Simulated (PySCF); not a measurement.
# Gas-phase XPS of `[C-]#CC(F)(F)F`, computed

Compound: C₃F₃ (charge -1).
Bonds: C1–C2 (triple), C2–C3, C3–F4, C3–F5, C3–F6.

Computed with delta-SCF UKS SCAN, pcX-2 on the ionised atom, pcseg-1 elsewhere, spin-free X2C in PySCF. These are vertical core ionisation energies against the vacuum level, from separate self-consistent calculations with and without the core hole.

Task: Give the core binding energies atom by atom.

Result: 
```json
{"atom(s)": "C1", "environment": "carbon bonded to C", "level": "C 1s", "binding energy (eV)": "284.14", "above the level's lowest (eV)": "0.00", "count": "1"}
{"atom(s)": "C2", "environment": "carbon bonded to 2 C", "level": "C 1s", "binding energy (eV)": "284.17", "above the level's lowest (eV)": "+0.03", "count": "1"}
{"atom(s)": "C3", "environment": "CF3 carbon", "level": "C 1s", "binding energy (eV)": "293.22", "above the level's lowest (eV)": "+9.08", "count": "1"}
{"atom(s)": "F4/F5/F6", "environment": "fluorine of a CF3 group", "level": "F 1s", "binding energy (eV)": "688.75", "above the level's lowest (eV)": "0.00", "count": "3"}
```

Lowest listed C 1s: C1, bonded to C (triple bond). Highest, 9.08 eV above it: C3, bonded to 3 F and C. The values 284.14 and 284.17 eV lie too close for their order to be trusted.

Task: Give the binding energy of C 1s of C2 in hartree and in kJ/mol.

Result: 284.17 eV = 10.4431 Eh = 27418 kJ/mol.

Atoms equivalent by their bonding share one computed value, that of the first of them. The unrestricted hole states depart most from a pure doublet (⟨S²⟩ = 0.75; over 0.85 named) for C 1s of C1 (0.95), which makes this value less certain. The species carries charge -1, so core ionisation leaves a neutral species. The basis sets have no added diffuse functions. Isolated species at its PBE0-D3(BJ)/def2-SVP geometry, gas phase.

Time: 14 s wall. Hardware: an Arm Neoverse V1 with one thread, no GPU, shared host.
